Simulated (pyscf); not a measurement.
H₃C–CH₂–ZnH + H₂Se → ethane (H₃C–CH₃) + HZn–SeH (four-centre exchange; singlet surface; C–Zn, H–Se broken, C–H, Se–Zn formed). Single points on ωB97X-D3(BJ)/def2-SVP structures (PySCF, gas phase). Energies in kcal/mol from the separated reactants.

```json
[
 {"level": "PBE/def2-TZVP", "barrier": "11.0", "reaction energy": "-34.5"},
 {"level": "r²SCAN/def2-TZVP", "barrier": "?", "reaction energy": "-36.1"},
 {"level": "B3LYP-D3(BJ)/def2-TZVP", "barrier": "14.1", "reaction energy": "-35.6"},
 {"level": "PBE0-D3(BJ)/def2-TZVP", "barrier": "10.2", "reaction energy": "-36.2"},
 {"level": "M06-2X/def2-TZVP", "barrier": "11.3", "reaction energy": "-38.9"},
 {"level": "HF/def2-TZVP", "barrier": "?", "reaction energy": "?"}
]
```

Question: Complete the blanks.

Answer: 
- r²SCAN/def2-TZVP, barrier: 9.5
- HF/def2-TZVP, barrier: 30.3
- HF/def2-TZVP, reaction energy: -42.1

The functionals in the table span 4.7 kcal/mol in this barrier, from r²SCAN to B3LYP-D3(BJ). On the reactant side the descent ends in an adduct with a Se–Zn contact, 7.0 kcal/mol under the separated species and 19.5 kcal/mol under the saddle at ωB97X-D3(BJ)/def2-TZVP. What is counted as formed (Se–Zn) is already present as a longer contact in the reactant adduct; forming that adduct is a step of its own. At ωB97X-D3(BJ)/def2-TZVP the barrier from the zero used here is 12.4 kcal/mol. One saddle was located; it need not be the lowest between these sides. Elements up to Kr have no core potential and no relativistic terms here.
